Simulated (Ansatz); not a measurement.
Steps of a relaxation of `NC(=O)O` with RKS PBE0-D4/def2-TZVP.

```sh
$ ansatz run in.yaml --threads 2 --pin off --events-out ev --progress --plain --max-ram 4352MiB
```

```yaml
crystal:
  periodic: [false, false, false]
  atoms:
    - {symbol: N, position_ang: [-0.443718, 0.872379, 0.286051]}
    - {symbol: C, position_ang: [0.197565, -0.326784, 0.168150]}
    - {symbol: O, position_ang: [0.634289, -0.997233, 1.089164]}
    - {symbol: O, position_ang: [0.292802, -0.690979, -1.148540]}
    - {symbol: H, position_ang: [-0.792391, 1.372656, -0.528203]}
    - {symbol: H, position_ang: [-0.587506, 1.252006, 1.217627]}
    - {symbol: H, position_ang: [0.760059, -1.549945, -1.129949]}
basis:
  gaussian: {orbitals: def2-TZVP}
hamiltonian: {xc: pbe0, dispersion: d4}
relax: {f_tol: 0.005, max_steps: 150}
```

Positions (Å) and forces (eV/Å) along the path, 8 of 8 steps:

```xyz
7
step=1 energy=-6666.4576 eV
N    -0.444    0.872    0.286    0.068   -0.140    0.046
C     0.198   -0.327    0.168    0.058   -0.067    0.305
O     0.634   -0.997    1.089   -0.478    0.729   -1.051
O     0.293   -0.691   -1.149    0.287   -0.414    0.828
H    -0.792    1.373   -0.528    0.259   -0.388    0.518
H    -0.588    1.252    1.218    0.108   -0.275   -0.595
H     0.760   -1.550   -1.130   -0.303    0.555   -0.052
7
step=2 energy=-6666.4943 eV
N    -0.440    0.866    0.285    0.022   -0.045    0.021
C     0.195   -0.323    0.167   -0.053    0.089   -0.114
O     0.627   -0.986    1.079   -0.069    0.100   -0.170
O     0.291   -0.687   -1.139    0.098   -0.136    0.342
H    -0.784    1.359   -0.522    0.066   -0.101    0.115
H    -0.582    1.241    1.207    0.028   -0.069   -0.141
H     0.754   -1.538   -1.123   -0.091    0.161   -0.054
7
step=3 energy=-6666.4972 eV
N    -0.439    0.864    0.284    0.002    0.004    0.016
C     0.194   -0.320    0.167   -0.034    0.030   -0.095
O     0.626   -0.983    1.076    0.020   -0.025    0.034
O     0.291   -0.686   -1.133    0.011   -0.005    0.084
H    -0.781    1.353   -0.520   -0.002    0.000   -0.018
H    -0.581    1.237    1.203    0.000    0.002    0.014
H     0.752   -1.533   -1.123    0.003   -0.008   -0.034
7
step=4 energy=-6666.4974 eV
N    -0.439    0.865    0.285   -0.007    0.008    0.009
C     0.193   -0.321    0.167    0.009    0.011   -0.036
O     0.626   -0.983    1.077    0.000   -0.009    0.017
O     0.291   -0.686   -1.132   -0.001   -0.004    0.030
H    -0.781    1.353   -0.521   -0.002    0.001   -0.010
H    -0.581    1.238    1.203   -0.001    0.001    0.008
H     0.752   -1.533   -1.124    0.002   -0.007   -0.018
7
step=5 energy=-6666.4974 eV
N    -0.439    0.865    0.285    0.002    0.011   -0.003
C     0.195   -0.320    0.167   -0.011   -0.030    0.023
O     0.625   -0.983    1.077    0.002    0.016   -0.004
O     0.291   -0.687   -1.131    0.005    0.004   -0.017
H    -0.781    1.353   -0.521    0.001   -0.001    0.002
H    -0.582    1.237    1.203    0.002   -0.002   -0.002
H     0.751   -1.534   -1.126    0.000    0.002    0.000
7
step=6 energy=-6666.4974 eV
N    -0.439    0.865    0.284    0.000    0.003    0.008
C     0.194   -0.321    0.167   -0.005    0.009   -0.001
O     0.625   -0.982    1.078    0.001   -0.002   -0.001
O     0.291   -0.686   -1.131    0.004   -0.008   -0.004
H    -0.781    1.352   -0.521    0.001   -0.002    0.002
H    -0.581    1.238    1.203    0.000    0.000   -0.003
H     0.752   -1.533   -1.127    0.000    0.000   -0.001
7
step=7 energy=-6666.4974 eV
N    -0.436    0.866    0.284    0.001    0.002    0.005
C     0.194   -0.320    0.167   -0.004    0.004   -0.002
O     0.624   -0.983    1.078    0.003    0.000    0.000
O     0.291   -0.686   -1.131    0.003   -0.004   -0.002
H    -0.783    1.351   -0.521    0.001    0.000    0.000
H    -0.581    1.238    1.203   -0.002   -0.001   -0.001
H     0.752   -1.533   -1.127   -0.001   -0.001    0.000
7
step=8 energy=-6666.4974 eV
N    -0.437    0.866    0.284    0.000    0.001    0.001
C     0.194   -0.320    0.167   -0.001    0.000    0.000
O     0.625   -0.983    1.078    0.001    0.001    0.000
O     0.291   -0.686   -1.131    0.000    0.000   -0.001
H    -0.782    1.352   -0.521    0.000    0.000    0.000
H    -0.582    1.237    1.203   -0.001   -0.001    0.000
H     0.752   -1.534   -1.127    0.000    0.000    0.000
```

It took 20 s on 2 threads of an Arm Neoverse V1 on a shared host, with 0.22 GiB of host memory at the peak.
